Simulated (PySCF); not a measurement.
Homolysis of single bonds, series B CH3-OH. All species are isolated molecules in the gas phase. One relaxed conformer stands for each flexible species; it need not be the lowest. Strings in code marks are SMILES.

The dipole moment from two functionals at the same geometries (PBE0-D4/def2-TZVP), both in PySCF: PBE-D3(BJ)/def2-TZVP and B3LYP-D3(BJ)/def2-TZVP. B3LYP has the VWN-RPA correlation part, as in Gaussian. 

```tsv
species	PBE-D3(BJ)/def2-TZVP (D)
whole molecule (`CB(C)C`)	0.01
radical fragment (`C[B]C`)	1.11
radical fragment (`[CH3]`)	0.00
radical fragment (`[OH]`)	1.72
```

**Question.** What does B3LYP-D3(BJ)/def2-TZVP give for each?

**Answer.** 
- whole molecule (`CB(C)C`): 0.01
- radical fragment (`C[B]C`): 1.03
- radical fragment (`[CH3]`): 0.00
- radical fragment (`[OH]`): 1.77
Over these rows, drawn at random from the members with no instability flagged (it was tested for open shells, ions and some series alone), PBE minus B3LYP-D3(BJ): mean +0.01 D, from -0.04 D to +0.08 D.
